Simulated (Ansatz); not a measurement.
# OH− (SMILES [OH-]): B2PLYP/aug-cc-pVTZ

Aim: the vertical ionisation energy of OH− at B2PLYP/aug-cc-pVTZ, from 2 runs. 

The results are computed with Ansatz 0.2.0.

## Step 1: The system as given

OH−: 2 atoms, total charge -1, spin state singlet. SMILES: `[OH-]`. The coordinates come from a PBE0-D4/def2-TZVPD relaxation.

Bond lengths: O1–H2 0.964 Å.

## Step 2: A single-point energy at B2PLYP/aug-cc-pVTZ

The input, molecule.yaml:

```yaml
crystal:
  periodic: [false, false, false]
  atoms:
    - {symbol: O, position_ang: [0.411800, -0.131800, 0.212500]}
    - {symbol: H, position_ang: [-0.411800, 0.131800, -0.212500]}
basis:
  gaussian: {orbitals: aug-cc-pVTZ}
total_charge: -1
magnetization: {spin_polarized: false, initial_magnetization: 0}
hamiltonian: {xc: {name: B2PLYP}}
correlation: {frozen_orbitals: {H: 0, O: 1}}
accuracy: high
output: {orbitals: {seedname: orbitals}}
```

On the command line:

```console
ansatz run molecule.yaml --threads 1 --pin off --max-ram 3480MiB --events-out events.jsonl --progress --plain --runs-dir runs
```

Output:

```text
Warning: RAYON_NUM_THREADS=1 ignored (pool sized by the plan → 1); use --threads N
Functional definition: B2PLYP
  name "B2PLYP"
  parameter a = 0.53
  parameter c = 0.27
  exchange = (1 - a)*b88_x + a*exact_x
  correlation = (1 - c)*lyp_c + c*(mp2_os + mp2_ss)
898 factors; integrals over basis functions are off by at most 3.4e-9 eV
mean field evaluation 1: about -2057.5276 eV, gradient 3.4e1 eV
mean field evaluation 2: about -2057.5276 eV, gradient 3.4e1 eV
mean field evaluation 4: about -2059.6186 eV, gradient 3.3e0 eV
mean field evaluation 8: about -2059.6390 eV, gradient 9.0e-2 eV
mean field evaluation 16: about -2059.6390 eV, gradient 7.2e-7 eV
mean field -2059.63901018 eV, -75.6903375508 hartree, gradient 9.9e-8 eV, S^2 0.000000; 0 other end points of the search recorded, 0 dependent functions left out
1 core orbitals not correlated: weight in the atoms' cores, before any rotation towards them, 1.000 or more for the frozen orbitals, at most 0.000 for the correlated occupied ones
reference -2059.63902560 eV, -75.6903381174 hartree; 4, 4 occupied and 64, 64 virtual orbitals, 898 factors
second order -9.68189359 eV of doubles, -0.00000000 eV of singles
Total energy: -2062.25313687 eV, -75.7864049346 hartree
```

Run time: 1.5 s. Hardware: 1 thread of Arm Neoverse V1, shared host; peak memory 0.11 GiB.

## Step 3: Doublet neutral OH, same level

The input, run.yaml:

```yaml
crystal:
  periodic: [false, false, false]
  atoms:
    - {symbol: O, position_ang: [0.411800, -0.131800, 0.212500]}
    - {symbol: H, position_ang: [-0.411800, 0.131800, -0.212500]}
basis:
  gaussian:
    orbitals: aug-cc-pVTZ
magnetization:
  spin_polarized: true
  initial_magnetization: 1
hamiltonian:
  xc: {name: B2PLYP}
correlation:
  frozen_orbitals: {H: 0, O: 1}
accuracy: high
output:
  orbitals: {seedname: orbitals}
```

On the command line:

```console
ansatz run run.yaml --threads 1 --pin off --max-ram 3480MiB --events-out events.jsonl --progress --plain --runs-dir runs
```

Output, shortened:

```text
Warning: RAYON_NUM_THREADS=1 ignored (pool sized by the plan → 1); use --threads N
[... 2 set-up lines as earlier in the session ...]
[...]
898 factors; integrals over basis functions are off by at most 3.4e-9 eV
[...]
mean field -2058.64514639 eV, -75.6538137300 hartree, gradient 4.6e-8 eV, S^2 0.753930; 0 other end points of the search recorded, 0 dependent functions left out
1 core orbitals not correlated: weight in the atoms' cores, before any rotation towards them, 1.000 or more for the frozen orbitals, at most 0.000 for the correlated occupied ones
reference -2058.64516412 eV, -75.6538143817 hartree; 4, 3 occupied and 64, 65 virtual orbitals, 898 factors
second order -6.58981672 eV of doubles, -0.00000000 eV of singles
Total energy: -2060.42441464 eV, -75.7192006321 hartree
```

Wall time 3.3 s (1 thread of Arm Neoverse V1, shared host); peak memory 0.13 GiB.

## Step 4: What came out

At B2PLYP/aug-cc-pVTZ, 1 core orbital frozen:

```
                                                                    quantity         value
                                                   singlet OH−: total energy  -75.78640 Eh
                              singlet OH−: HOMO energy (SCF part's orbitals)      -0.59 eV
                              singlet OH−: LUMO energy (SCF part's orbitals)       4.32 eV
          singlet OH−: HOMO–LUMO gap (to an unbound level, set by the basis)       4.91 eV
                                            doublet neutral OH: total energy  -75.71920 Eh
doublet neutral OH: HOMO energy (SCF part's orbitals) (highest over α and β)     -11.09 eV
 doublet neutral OH: LUMO energy (SCF part's orbitals) (lowest over α and β)      -1.96 eV
                                                    doublet neutral OH: ⟨S²⟩         0.754
                         vertical detachment energy (to the doublet neutral)      1.829 eV
```

In words: The vertical ionisation energy comes to 1.83 eV (176 kJ/mol). The negative HOMO energy of the first species, 0.59 eV, lies 1.24 eV below that difference.
